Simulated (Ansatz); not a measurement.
**Relative stability**

Two relaxed structures of C$_{2}$H$_{6}$N (charge -1), closed shell (PBE0-D4/def2-TZVPD; forces vanish, vibrations not checked).

A:

C1  (-0.372, 0.828, -0.277)
C2  (0.442, -0.370, 0.067)
N3  (0.182, -0.989, 1.420)
H4  (-0.837, -0.982, 1.481)
H5  (-0.911, 0.751, -1.227)
H6  (0.172, 1.780, -0.232)
H7  (1.536, -0.199, 0.070)
H8  (0.268, -1.188, -0.649)
H9  (0.423, -0.256, 2.087)
(Å)

B:

```tsv
atom	x (Å)	y (Å)	z (Å)
C1	-0.5236	0.6534	-0.5811
C2	0.3945	-0.3601	0.0989
N3	-0.0104	-0.5485	1.4392
H4	-1.5578	0.2919	-0.5397
H5	-0.2471	0.8353	-1.6298
H6	-0.4888	1.6011	-0.0310
H7	1.4443	0.0336	-0.0610
H8	0.3752	-1.2752	-0.5676
H9	0.6137	-1.2314	1.8721
```

Computed with Ansatz 0.2.0 (basis: def2-TZVPPD); correlated methods freeze the cores. B3LYP uses VWN-RPA correlation.

Which structure is lower at CCSD(T), and by how much? (To be estimated.)

By the calculation: B, by 38.7 kJ/mol (electronic energy, against the other). By their contacts, A is C₂H₆N ([CH2][CH2][NH2]), total charge -1 and B is C₂H₆N ([CH3][CH2][NH]), total charge -1.

All methods give the same order:

| method | E(B) − E(A) (kJ/mol) |
| --- | --- |
| PBE-D4 | -36.8 |
| r2SCAN-D4 | -42.9 |
| PBE0-D4 | -39.2 |
| B3LYP-D4 | -40.2 |
| wB97M-V | -36.3 |
| HF | -47.7 |
| MP2 | -40.2 |
| CCSD | -40.2 |
| CCSD(T) | -38.7 |

No T1 diagnostic of these runs exceeds 0.015. The highest PBE0 orbital of the anion lies well above zero, so the extra electron may be unbound in the gas phase.

Labels in which every atom is bracketed show which atoms are joined, not bond orders.

For scale, one of the runs: CCSD(T)/def2-TZVPPD, 213 basis functions, launched by `ansatz run in.yaml --threads 2 --pin off --events-out ev --progress --plain --max-ram 4352MiB`. The run took 77 s on 2 CPU threads of an Arm Neoverse V2 (shared host), with 3.2 GiB of host memory at its peak.
